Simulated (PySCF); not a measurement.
CH4NSi (doublet state).
Atom-mapped SMILES: `[H]/[N:1]=[CH:2]\[SiH2:3]` (hydrogens: H4 on N1; H5 on C2; H6, H7 on Si3)

Structure used (GFN2-xTB), in Å, numbered top down from 1:
```
atom  x, y, z in Å
N1    -1.6842    0.3791   -0.1909
C2    -0.6818   -0.4186   -0.0890
Si3    1.1073   -0.0476    0.1240
H4    -1.4466    1.3695   -0.1472
H5    -0.9560   -1.4735   -0.1407
H6     1.5911    1.3185    0.1971
H7     2.0735   -1.1225    0.2196
```

The hyperfine couplings belong to this conformer and change with its torsions.

Computed, not measured: UKS B3LYP, pcH-1 on C H N Si, non-relativistic, mean-field spin-orbit, GIAO in PySCF. Geometry: GFN2-xTB; no solvent, vibrations or thermal averaging. The geometry wasn't refined by DFT: couplings that depend on bond lengths, twists or pyramidal angles can differ widely from those at the functional's own minimum, by a factor of two or more for some ions and for spin on atoms past the first row.

Give the principal g shifts and their parts.

```json
{"Δg (ppm)": "relativistic mass correction", "1": "-143", "2": "-143", "3": "-143"}
{"Δg (ppm)": "gauge correction", "1": "-6", "2": "31", "3": "35"}
{"Δg (ppm)": "orbital Zeeman/spin–orbit", "1": "-3", "2": "1227", "3": "2890"}
{"Δg (ppm)": "total", "1": "-152", "2": "1114", "3": "2782"}
```

So g = 2.00217, 2.00343, 2.00510 and g_iso = 2.00357; the tensor is rhombic: the two nearest values differ by 43 % of g3 − g1. Axes: g1 is normal to the molecular plane and g3 points within 6° of the C2–Si3 bond.

What effective moment and Curie constant follow for a powder?

With the mean of g² = 4.0143 and S(S+1) = 0.75: μ_eff = √(⟨g²⟩S(S+1)) = 1.735 μB and χT = 0.12505·⟨g²⟩·S(S+1) = 0.376 cm³ K/mol (cgs; spin-Hamiltonian part alone).

Average each term over the three axes. Which is largest in size?

The orbital-Zeeman/spin–orbit term 1371, the mass correction -143 and the gauge correction 20 ppm, for a total of 1248 ppm. The orbital-Zeeman/spin–orbit term is the largest in size. The mass correction is the same along every axis, so the anisotropy comes from the other two: their spans along these axes are 41 (gauge) and 2893 ppm (orbital Zeeman/spin–orbit).

In a frozen sample, at which fields do the three g values resonate at 9.5, 34, 94 and 263 GHz (hyperfine left aside), and which band first spreads them over more than twice a line width of 0.3 mT?

| band | GHz | B(g3) mT | B(g2) mT | B(g1) mT | spread mT |
| --- | --- | --- | --- | --- | --- |
| X | 9.5 | 338.51 | 338.80 | 339.01 | 0.50 |
| Q | 34.0 | 1211.52 | 1212.53 | 1213.30 | 1.78 |
| W | 94.0 | 3349.50 | 3352.29 | 3354.41 | 4.91 |
| J | 263.0 | 9371.47 | 9379.27 | 9385.21 | 13.73 |

The spread grows in proportion to the frequency. Q band is the first where it exceeds 0.6 mT.

Largest spin populations (Mulliken): Si3 (+0.96), N1 (+0.28) and C2 (-0.15). The positive populations add up to 1.24 and the negative ones to -0.24, together 2S = 1. The angles at Si3 add up to 360.0°, so it is planar; its axial dipolar tensor and the negative couplings of its protons fit spin in a p orbital normal to that plane.

The HOMO–LUMO gaps are 5.01 eV among the α and 4.01 eV among the β orbitals.
